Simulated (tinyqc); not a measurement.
UHF in the sto-6g basis, for H2O+, spin multiplicity 2, step by step. One step of it, computed by the program tinyqc.

Problem. Iteration 2: building the Fock matrix. J_ij = sum D_kl (ij|kl) with D = D(alpha) + D(beta), K_ij = sum D_kl (ik|jl) for each spin; F = H + J - K(s); E = tr D H + tr D J / 2 - 0.5 sum_s tr D(s) K(s) + E_nn.

D(alpha) after iteration 1, order 1O 1s, 1O 2s, 1O 2px, 1O 2py, 1O 2pz, 2H 1s, 3H 1s:
```
[[1.048663, -0.200043, 0.000000, -0.000718, 0.031298, -0.025925, -0.027277],
 [-0.200043, 0.856965, 0.000000, 0.008397, -0.184153, 0.075034, 0.071642],
 [0.000000, 0.000000, 1.000000, 0.000000, 0.000000, 0.000000, 0.000000],
 [-0.000718, 0.008397, 0.000000, 0.562001, 0.002310, 0.219516, -0.217596],
 [0.031298, -0.184153, 0.000000, 0.002310, 0.875008, 0.116867, 0.117486],
 [-0.025925, 0.075034, 0.000000, 0.219516, 0.116867, 0.112465, -0.057513],
 [-0.027277, 0.071642, 0.000000, -0.217596, 0.117486, -0.057513, 0.112510]]
```

D(beta) after iteration 1, order 1O 1s, 1O 2s, 1O 2px, 1O 2py, 1O 2pz, 2H 1s, 3H 1s:
```
[[1.046584, -0.187741, 0.000000, -0.000788, 0.035045, -0.031629, -0.033310],
 [-0.187741, 0.789747, 0.000000, 0.008801, -0.199982, 0.097544, 0.095298],
 [0.000000, 0.000000, 0.000000, 0.000000, 0.000000, 0.000000, 0.000000],
 [-0.000788, 0.008801, 0.000000, 0.541582, 0.001932, 0.225810, -0.223020],
 [0.035045, -0.199982, 0.000000, 0.001932, 0.875466, 0.114347, 0.114683],
 [-0.031629, 0.097544, 0.000000, 0.225810, 0.114347, 0.128221, -0.057773],
 [-0.033310, 0.095298, 0.000000, -0.223020, 0.114683, -0.057773, 0.128241]]
```

core Hamiltonian H = T + V (hartree), order 1O 1s, 1O 2s, 1O 2px, 1O 2py, 1O 2pz, 2H 1s, 3H 1s:
```
[[-33.109808, -7.319754, 0.000000, 0.001950, -0.019165, -1.897635, -2.150382],
 [-7.319754, -9.313438, 0.000000, 0.016410, -0.207592, -3.936987, -4.291470],
 [0.000000, 0.000000, -7.528487, 0.000000, 0.000000, 0.000000, 0.000000],
 [0.001950, 0.016410, 0.000000, -7.740414, 0.007904, -2.282451, 2.421583],
 [-0.019165, -0.207592, 0.000000, 0.007904, -7.604157, -1.427936, -1.513033],
 [-1.897635, -3.936987, 0.000000, -2.282451, -1.427936, -5.195199, -1.634766],
 [-2.150382, -4.291470, 0.000000, 2.421583, -1.513033, -1.634766, -5.422142]]
```

Two-electron integrals (ij|kl) in chemists' order, unique and non-zero (hartree):
```
(11|11) 4.787491    (21|11) 0.675884    (21|21) 0.121505    (22|11) 1.117379
(22|21) 0.249212    (22|22) 0.817383    (31|31) 0.025762    (32|31) 0.039145
(32|32) 0.180664    (33|11) 1.117381    (33|21) 0.249212    (33|22) 0.817382
(33|33) 0.880663    (41|41) 0.025762    (42|41) 0.039145    (42|42) 0.180664
(43|43) 0.047461    (44|11) 1.117381    (44|21) 0.249212    (44|22) 0.817382
(44|33) 0.785741    (44|44) 0.880663    (51|51) 0.025762    (52|51) 0.039145
(52|52) 0.180664    (53|53) 0.047461    (54|54) 0.047461    (55|11) 1.117381
(55|21) 0.249212    (55|22) 0.817382    (55|33) 0.785741    (55|44) 0.785741
(55|55) 0.880663    (61|11) 0.185960    (61|21) 0.032022    (61|22) 0.064173
(61|33) 0.064033    (61|41) 0.001338    (61|42) 0.002605    (61|44) 0.064343
(61|51) 0.000800    (61|52) 0.001557    (61|54) 0.000185    (61|55) 0.064144
(61|61) 0.008603    (62|11) 0.425537    (62|21) 0.096107    (62|22) 0.345751
(62|33) 0.340217    (62|41) 0.006550    (62|42) 0.046997    (62|44) 0.352451
(62|51) 0.003913    (62|52) 0.028080    (62|54) 0.007309    (62|55) 0.344585
(62|61) 0.025420    (62|62) 0.177245    (63|31) 0.011015    (63|32) 0.060849
(63|43) 0.009839    (63|53) 0.005879    (63|63) 0.025985    (64|11) 0.252878
(64|21) 0.057955    (64|22) 0.222388    (64|33) 0.212196    (64|41) 0.014552
(64|42) 0.089897    (64|44) 0.239906    (64|51) 0.002113    (64|52) 0.017355
(64|54) 0.010677    (64|55) 0.215063    (64|61) 0.016085    (64|62) 0.138670
(64|64) 0.133508    (65|11) 0.151090    (65|21) 0.034627    (65|22) 0.132874
(65|33) 0.126784    (65|41) 0.002113    (65|42) 0.017355    (65|44) 0.131582
(65|51) 0.012277    (65|52) 0.071219    (65|54) 0.012706    (65|55) 0.140255
(65|61) 0.009610    (65|62) 0.082853    (65|64) 0.064244    (65|65) 0.064369
(66|11) 0.546935    (66|21) 0.125794    (66|22) 0.514475    (66|33) 0.493660
(66|41) 0.011806    (66|42) 0.113193    (66|44) 0.539676    (66|51) 0.007054
(66|52) 0.067631    (66|54) 0.027494    (66|55) 0.510087    (66|61) 0.033679
(66|62) 0.324017    (66|64) 0.290006    (66|65) 0.173274    (66|66) 0.774999
(71|11) 0.210952    (71|21) 0.036312    (71|22) 0.072725    (71|33) 0.072564
(71|41) -0.001514   (71|42) -0.002939   (71|44) 0.072920    (71|51) 0.000905
(71|52) 0.001757    (71|54) -0.000213   (71|55) 0.072691    (71|61) 0.009586
(71|62) 0.027700    (71|64) 0.015874    (71|65) 0.010459    (71|66) 0.036051
(71|71) 0.011063    (72|11) 0.466162    (72|21) 0.105196    (72|22) 0.376349
(72|33) 0.370486    (72|41) -0.007121   (72|42) -0.050209   (72|44) 0.383445
(72|51) 0.004255    (72|52) 0.030005    (72|54) -0.007744   (72|55) 0.375114
(72|61) 0.026758    (72|62) 0.154624    (72|64) 0.083585    (72|65) 0.069785
(72|66) 0.230492    (72|71) 0.031519    (72|72) 0.206984    (73|31) 0.012272
(73|32) 0.067054    (73|43) -0.010606   (73|53) 0.006338    (73|63) 0.022145
(73|73) 0.030980    (74|11) -0.269874   (74|21) -0.061819   (74|22) -0.235843
(74|33) -0.224949   (74|41) 0.016071    (74|42) 0.097598    (74|44) -0.254611
(74|51) -0.002270   (74|52) -0.018253   (74|54) 0.011388    (74|55) -0.227967
(74|61) -0.014903   (74|62) -0.080411   (74|64) -0.021652   (74|65) -0.035479
(74|66) -0.104715   (74|71) -0.019477   (74|72) -0.157796   (74|74) 0.150348
(75|11) 0.161275    (75|21) 0.036943    (75|22) 0.140938    (75|33) 0.134428
(75|41) -0.002270   (75|42) -0.018253   (75|44) 0.139478    (75|51) 0.013629
(75|52) 0.077962    (75|54) -0.013624   (75|55) 0.148908    (75|61) 0.009869
(75|62) 0.068548    (75|64) 0.036110    (75|65) 0.052622    (75|66) 0.112134
(75|71) 0.011639    (75|72) 0.094298    (75|74) -0.071333   (75|75) 0.073609
(76|11) 0.165585    (76|21) 0.037639    (76|22) 0.143534    (76|33) 0.140849
(76|41) 0.000059    (76|42) 0.000631    (76|44) 0.144157    (76|51) 0.002537
(76|52) 0.020467    (76|54) 0.000141    (76|55) 0.145596    (76|61) 0.009813
(76|62) 0.070462    (76|64) 0.047816    (76|65) 0.036947    (76|66) 0.127596
(76|71) 0.011108    (76|72) 0.075415    (76|74) -0.049113   (76|75) 0.038741
(76|76) 0.032685    (77|11) 0.575051    (77|21) 0.132114    (77|22) 0.534932
(77|33) 0.513365    (77|41) -0.012705   (77|42) -0.117984   (77|44) 0.561040
(77|51) 0.007592    (77|52) 0.070507    (77|54) -0.028490   (77|55) 0.530391
(77|61) 0.033400    (77|62) 0.219725    (77|64) 0.104093    (77|65) 0.108858
(77|66) 0.337033    (77|71) 0.040104    (77|72) 0.355357    (77|74) -0.310253
(77|75) 0.185405    (77|76) 0.127596    (77|77) 0.774999
```

nuclear repulsion = 9.77241804 hartree

Give: Coulomb J; exchange K(alpha); exchange K(beta); F(alpha); F(beta); total energy of this density.

Solution.

Coulomb J (hartree), order 1O 1s, 1O 2s, 1O 2px, 1O 2py, 1O 2pz, 2H 1s, 3H 1s:
```
[[16.7485, 2.9456, 0.0000, -0.0003, -0.0053, 0.7827, 0.8875],
 [2.9456, 7.6252, 0.0000, -0.0021, 0.0149, 3.1851, 3.4697],
 [0.0000, 0.0000, 7.5603, 0.0000, 0.0000, 0.0000, 0.0000],
 [-0.0003, -0.0021, 0.0000, 7.6558, -0.0009, 2.0349, -2.1600],
 [-0.0053, 0.0149, 0.0000, -0.0009, 7.6597, 1.2252, 1.3004],
 [0.7827, 3.1851, 0.0000, 2.0349, 1.2252, 4.7324, 1.3154],
 [0.8875, 3.4697, 0.0000, -2.1600, 1.3004, 1.3154, 4.9134]]
```

exchange K(alpha) (hartree), order 1O 1s, 1O 2s, 1O 2px, 1O 2py, 1O 2pz, 2H 1s, 3H 1s:
```
[[4.9086, 0.7779, 0.0000, -0.0002, 0.0011, 0.2192, 0.2477],
 [0.7779, 1.3451, 0.0000, -0.0020, -0.0277, 0.6056, 0.6550],
 [0.0000, 0.0000, 1.1482, 0.0000, 0.0000, 0.0000, 0.0000],
 [-0.0002, -0.0020, 0.0000, 1.0317, -0.0023, 0.3661, -0.3802],
 [0.0011, -0.0277, 0.0000, -0.0023, 1.1201, 0.2198, 0.2293],
 [0.2192, 0.6056, 0.0000, 0.3661, 0.2198, 0.5691, 0.2220],
 [0.2477, 0.6550, 0.0000, -0.3802, 0.2293, 0.2220, 0.6210]]
```

exchange K(beta) (hartree), order 1O 1s, 1O 2s, 1O 2px, 1O 2py, 1O 2pz, 2H 1s, 3H 1s:
```
[[4.8796, 0.7382, 0.0000, -0.0002, 0.0007, 0.2080, 0.2353],
 [0.7382, 1.1495, 0.0000, -0.0024, -0.0345, 0.5474, 0.5900],
 [0.0000, 0.0000, 0.2621, 0.0000, 0.0000, 0.0000, 0.0000],
 [-0.0002, -0.0024, 0.0000, 0.9735, -0.0026, 0.3590, -0.3722],
 [0.0007, -0.0345, 0.0000, -0.0026, 1.0684, 0.2126, 0.2214],
 [0.2080, 0.5474, 0.0000, 0.3590, 0.2126, 0.5587, 0.2041],
 [0.2353, 0.5900, 0.0000, -0.3722, 0.2214, 0.2041, 0.6046]]
```

F(alpha) (hartree), order 1O 1s, 1O 2s, 1O 2px, 1O 2py, 1O 2pz, 2H 1s, 3H 1s:
```
[[-21.2699, -5.1520, 0.0000, 0.0018, -0.0256, -1.3341, -1.5106],
 [-5.1520, -3.0333, 0.0000, 0.0163, -0.1650, -1.3576, -1.4768],
 [0.0000, 0.0000, -1.1164, 0.0000, 0.0000, 0.0000, 0.0000],
 [0.0018, 0.0163, 0.0000, -1.1163, 0.0093, -0.6136, 0.6419],
 [-0.0256, -0.1650, 0.0000, 0.0093, -1.0646, -0.4225, -0.4420],
 [-1.3341, -1.3576, 0.0000, -0.6136, -0.4225, -1.0319, -0.5413],
 [-1.5106, -1.4768, 0.0000, 0.6419, -0.4420, -0.5413, -1.1298]]
```

F(beta) (hartree), order 1O 1s, 1O 2s, 1O 2px, 1O 2py, 1O 2pz, 2H 1s, 3H 1s:
```
[[-21.2409, -5.1123, 0.0000, 0.0018, -0.0251, -1.3230, -1.4982],
 [-5.1123, -2.8378, 0.0000, 0.0167, -0.1582, -1.2994, -1.4118],
 [0.0000, 0.0000, -0.2303, 0.0000, 0.0000, 0.0000, 0.0000],
 [0.0018, 0.0167, 0.0000, -1.0581, 0.0096, -0.6065, 0.6338],
 [-0.0251, -0.1582, 0.0000, 0.0096, -1.0129, -0.4153, -0.4341],
 [-1.3230, -1.2994, 0.0000, -0.6065, -0.4153, -1.0216, -0.5235],
 [-1.4982, -1.4118, 0.0000, 0.6338, -0.4341, -0.5235, -1.1134]]
```

total energy of this density = -75.320783 hartree
